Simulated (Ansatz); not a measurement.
2H WS2, treated with r²SCAN+rVV10 in Ansatz (plane waves, PAW).

Numerical settings: plane-wave cutoff 560 eV, 12×12×4 k mesh (along the axes of the cell as run), Fermi–Dirac smearing 0.01 eV, no spin polarisation, scalar-relativistic PAW data made under PBE.

The cell is scaled about its equilibrium volume:

Shape and atoms are relaxed at each volume.

```json
[
 {"V (Å³/atom)": "17.395", "P (GPa)": "2.16", "direct gap at Γ (eV)": "2.364", "smallest gap on the k mesh (eV)": "0.974", "c (Å)": "12.119"},
 {"V (Å³/atom)": "17.757", "P (GPa)": "0.94", "direct gap at Γ (eV)": "2.396", "smallest gap on the k mesh (eV)": "1.055", "c (Å)": "12.300"},
 {"V (Å³/atom)": "18.120", "P (GPa)": "0.02", "direct gap at Γ (eV)": "2.432", "smallest gap on the k mesh (eV)": "1.135", "c (Å)": "12.494"},
 {"V (Å³/atom)": "18.482", "P (GPa)": "-0.70", "direct gap at Γ (eV)": "2.472", "smallest gap on the k mesh (eV)": "1.213", "c (Å)": "12.696"},
 {"V (Å³/atom)": "18.844", "P (GPa)": "-1.20", "direct gap at Γ (eV)": "2.513", "smallest gap on the k mesh (eV)": "1.290", "c (Å)": "12.909"}
]
```

The fundamental gap (1.13 eV at the equilibrium volume, with added k points) lies elsewhere than Γ–Γ.

Note: the bulk modulus comes from volumes at which shape and atoms were relaxed.

Spin–orbit coupling is not included.

Ansatz is a first-principles code.
